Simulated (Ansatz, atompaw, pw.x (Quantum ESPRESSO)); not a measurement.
## neodymium (Nd): one change to the PAW (atompaw) potential, in the atom and in the diamond crystal

Nd, PAW, made with atompaw 4.2.0.5 (LDA (PW92), scalar-relativistic). Core [Kr] 4d10, reference 4f4 5s2 5p6 5d0 6s1.75 6p0.25. Waves: 5s (bound); 6s (bound); 5p (bound); 6p (bound); 5d (bound, empty); 5d channel at 2.3 Ry; 4f (bound); 4f channel at 0.3 Ry. Local part: bessel scheme, radius 2.60 bohr. Core correction: smooth core density matched at 2.80 bohr. Augmentation charge: besselshape compensation charge, radius 3.00 bohr; PAW radius 3.00 bohr; waves and projectors: bloechl.

Change: wave 4f channel at 0.3 Ry becomes 4f channel at 0.09 Ry.

Cutoffs, loose and tight: the cutoffs (Ry, on a coarse ladder) from which the occupation-weighted sum of valence levels, in a spherical-Bessel basis at the reference potential, stays within 10 and 1 mRy of its value at 400 Ry. They see the waves and projectors alone, not the compensation charge or the core.

Crystal test: diamond Nd in pw.x 7.5, no spin, 8³ k-points, Fermi–Dirac smearing 0.01 Ry, cutoffs set for each file from its atomic test. The reference is all-electron LAPW (Ansatz 0.2.0) with the same functional, mesh and smearing; V0 and B0 come from Birch–Murnaghan fits to the pressures at five volumes. Errors are pseudo minus all-electron; Δ is the rms difference of the E(V) curves that follow from these fits, minima aligned, over ±6 % about the mean V0. Mesh and smearing are coarse, so the numbers serve the comparison and aren't converged zero-temperature values; the lattice is a test structure that the element need not adopt. Spin polarisation and strong correlation are left out, which matters for this element.

All-electron: a0 = 5.626 Å (V0 = 22.25 Å³/atom), B0 = 134.4 GPa.

Q: Does the change bring the crystal closer to the all-electron result?

A: The mean pressure error goes from +9.86 to +9.18 GPa, a small move against the size of the error. Neither pressure curve crosses zero within the volumes sampled, so no fits are given.

```csv
quantity,base,changed
outcome (atom),generated,generated
"cutoff, loose (atom)",25 Ry,25 Ry
"cutoff, tight (atom)",35 Ry,35 Ry
bound ghosts (atom),none,none
cutoffs in pw.x (Ry),45/450,45/450
mean pressure error (GPa),+9.86,+9.18
```

Base: The largest radius (3.00 bohr) exceeds half the bond length (2.30 bohr), so the spheres overlap, which is one possible source of error among others. This is a poor potential for the solid. Changed file: The largest radius (3.00 bohr) exceeds half the bond length (2.30 bohr), so the spheres overlap, which is one possible source of error among others. This is a poor potential for the solid. The atomic cutoffs weigh occupied waves only.
